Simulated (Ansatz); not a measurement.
A made-up structure of CH$_{5}$NS, closed shell:

| atom | x (Å) | y (Å) | z (Å) |
| --- | --- | --- | --- |
| N1 | -0.7919 | 0.8162 | -0.0476 |
| C2 | 0.4849 | 0.1431 | 0.0091 |
| S3 | 0.5185 | -1.1899 | 1.2337 |
| H4 | -0.7501 | 1.6001 | -0.6890 |
| H5 | -1.5176 | 0.1892 | -0.3708 |
| H6 | 1.2398 | 0.8539 | 0.3526 |
| H7 | 0.8413 | -0.2770 | -0.9392 |
| H8 | 0.6022 | 1.1710 | 0.2399 |

It is relaxed with PBE-D4/def2-SVP and then PBE0-D4/def2-TZVP (Ansatz 0.2.0). Atoms count as bonded within 1.22 times the sum of their covalent radii (H–H: 0.88 Å). The end point is not checked to be a true minimum.

Does its bonding change? (Judge from chemistry; the calculation decides.)

By the calculation: Yes. Formed: none; broken: C2–H6, C2–H8.

Where it ends: The first stage lowers the energy by 5.35 eV in 48 steps. It ends as a complex of CH₃NS ([NH2][CH][S]) + H₂:
```
8
angstrom
N -0.6394 0.5387 -0.6439
C -0.1051 -0.6825 -0.6755
S 1.1141 -1.2230 0.2642
H -1.3914 0.7993 -1.2576
H -0.2813 1.2184 0.0081
H 1.3271 1.6346 1.6778
H -0.5728 -1.3296 -1.4209
H 1.1758 2.3509 1.8366
```

Labels in which every atom is bracketed show which atoms are joined, not bond orders.

For scale, one of the runs: PBE0-D4/def2-TZVP relaxation, 129 basis functions, launched by `ansatz run in.yaml --threads 2 --pin off --events-out ev --progress --plain --max-ram 4352MiB`. The run took about 22 s on 2 CPU threads of an Arm Neoverse V1 (shared host).
